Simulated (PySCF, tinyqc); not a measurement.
Worked calculation (part 2 of 2): RKS/B3LYP (VWN-RPA form) in the sto-3g basis, for OH-, spin multiplicity 1. The basis has no diffuse functions, so it cannot describe the extra electron: this is an exercise in the method, not the real anion. The lowest restricted solution is unstable here: a spin-polarised one lies 0.0014 hartree lower (PySCF). Computed by tinyqc, a small Python program that keeps every step (integrals from PySCF). Command: `OMP_NUM_THREADS=1 python tinyqc.py 20497 20498 out.jsonl` (the two numbers bound the seeds that draw the settings). One thread of a shared host (Intel(R) Xeon(R) Processor @ 2.60GHz), about 0.9 s of CPU time with the checks.

Geometry (angstrom):
```
atom       x       y       z
O     0.0000  0.0000  0.0000
H     0.0000  0.0000  1.5880
```

## Convergence

Stop when the energy changes by less than 1e-08 hartree and every element of the error matrix X^T (F D S - S D F) X is below 3e-05.

Course of the cycle:
```
iteration  E (hartree)     change  largest element of the error matrix
1           -31.825941          -                             3.45e-02
2           -66.181833  -3.44e+01                             2.69e-01
3           -71.914643  -5.73e+00                             2.62e-01
4           -73.013953  -1.10e+00                             2.92e-01
5           -73.233257  -2.19e-01                             2.99e-01
6           -74.072525  -8.39e-01                             3.79e-02
7           -73.754174   3.18e-01                             3.02e-01
8           -73.776740  -2.26e-02                             4.37e-01
9           -73.824956  -4.82e-02                             4.71e-01
10          -73.849763  -2.48e-02                             4.77e-01
11          -74.296820  -4.47e-01                             6.69e-02
12          -74.353908  -5.71e-02                             1.31e-02
13          -74.365677  -1.18e-02                             7.08e-03
14          -74.368050  -2.37e-03                             3.16e-03
15          -74.368527  -4.77e-04                             1.23e-03
16          -74.368623  -9.55e-05                             2.27e-04
17          -74.368642  -1.89e-05                             4.55e-05
18          -74.368645  -3.77e-06                             9.07e-06
19          -74.368646  -7.53e-07                             1.82e-06
20          -74.368646  -1.51e-07                             3.63e-07
21          -74.368646  -3.01e-08                             7.26e-08
22          -74.368646  -6.03e-09                             1.45e-08
```

PySCF RKS in the same basis, fine grid = -74.361754 hartree

Converged in 22 iterations. The coarse grid moves the energy by -6.89e-03 hartree.

## Populations, bond orders and dipole

D after iteration 22:
```
          1O 1s    1O 2s  1O 2px  1O 2py   1O 2pz    2H 1s
1O 1s    2.1183  -0.5015  0.0000  0.0000   0.0494   0.0194
1O 2s   -0.5015   2.1316  0.0000  0.0000  -0.2280  -0.1685
1O 2px   0.0000   0.0000  2.0000  0.0000   0.0000   0.0000
1O 2py   0.0000   0.0000  0.0000  2.0000   0.0000   0.0000
1O 2pz   0.0494  -0.2280  0.0000  0.0000   0.4546   0.7693
2H 1s    0.0194  -0.1685  0.0000  0.0000   0.7693   1.3253
```

overlap S:
```
         1O 1s   1O 2s  1O 2px  1O 2py  1O 2pz   2H 1s
1O 1s   1.0000  0.2367  0.0000  0.0000  0.0000  0.0127
1O 2s   0.2367  1.0000  0.0000  0.0000  0.0000  0.1695
1O 2px  0.0000  0.0000  1.0000  0.0000  0.0000  0.0000
1O 2py  0.0000  0.0000  0.0000  1.0000  0.0000  0.0000
1O 2pz  0.0000  0.0000  0.0000  0.0000  1.0000  0.1718
2H 1s   0.0127  0.1695  0.0000  0.0000  0.1718  1.0000
```

Mulliken: Z minus the diagonal of D S on the atom; Loewdin: the same with S^(1/2) D S^(1/2); Mayer order: 2 sum_s sum (D(s) S)_ij (D(s) S)_ji over the two atoms.

Charges (e):
```
atom  Mulliken  Loewdin
1O     -0.5709  -0.5752
2H     -0.4291  -0.4248
```

Mayer bond orders:
```
pair   order
2-1   0.8158
```

dipole moment about the origin, x y z (debye): 0.0000  0.0000  -2.8180
